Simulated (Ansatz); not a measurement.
A calculation with Ansatz (development build ahead of 0.2.0).

```yaml
crystal:
  periodic: [false, false, false]
  atoms:
    - { symbol: C, position_ang: [0.17764, -0.11783, 0.55007] }
    - { symbol: F, position_ang: [-0.47997, -0.88613, -0.21878] }
    - { symbol: F, position_ang: [0.3911, 0.93219, -0.13258] }
basis:
  gaussian: { orbitals: def2-SVP }
total_charge: 1
magnetization:
  spin_polarized: true
  initial_magnetization: 1
hamiltonian:
  xc: hf
output:
  forces: true
```

The input is written out in the form of the current development build from the run's settings.

The run gave:

```json
{
 "Converged": "yes",
 "Total energy": "-236.05866 hartree",
 "Spin squared of the determinant": "0.756",
 "Stability test": "minimum"
}
```

Forces (eV/Å):
```json
{"atom": "C1", "Fx": "-2.729", "Fy": "1.734", "Fz": "-8.921"}
{"atom": "F2", "Fx": "2.054", "Fy": "0.573", "Fz": "4.528"}
{"atom": "F3", "Fx": "0.675", "Fy": "-2.307", "Fz": "4.393"}
```
